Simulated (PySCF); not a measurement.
Two-dimensional NMR puzzle

Compound of formula C5H9N. Correlations simulated from computed shifts and the bond graph:

HSQC (one-bond C–H):
```tsv
δH	δC
1.27	31.0
```

HMBC (two and three bonds, from the bond graph):
```tsv
δH	δC
1.27	131.1, 31.0, 30.8
```

Carbons without hydrogens: δ 131.1, 30.8.

All values are calculated (PySCF 2.14.0 with density-fitted response routines): GIAO B97-2/pcSseg-2 shieldings, geometry: PBE0-D3(BJ)/def2-TZVP. One conformer, one averaged value for each set of equivalent atoms, gas phase, relativity neglected.

Referencing at the same level of theory: TMS for $^{1}$H (σref 31.64) and $^{13}$C (σref 185.38).

Exchangeable hydrogens are left out of these lists.

Task: Work out the connectivity.

Result: `CC(C)(C)C#N`.

Numbering as in the mapped SMILES `[CH3:1][C:2]([CH3:3])([CH3:4])[C:5]#[N:6]` (H(Xn): hydrogen on atom n).

1. δC 131.1 is C5, a nitrile carbon.
2. δC 31.0 is C1/C3/C4, a methyl carbon (δH 1.27).
3. δC 30.8 is C2, a quaternary sp3 carbon α to a nitrile.
4. HMBC from δH 1.27 reaches the proton-free carbons C5, C2.

This is the structure that produced the data.

Shifts are as computed. Against solution values, carbons near 30 ppm lie about +3 ppm off and those near 130 ppm about +7 ppm. Of 1211 compounds with measured shifts, 218 miss one by over three times the rms of a fit or turn the order of signals round; such compounds aren't used in these exercises.
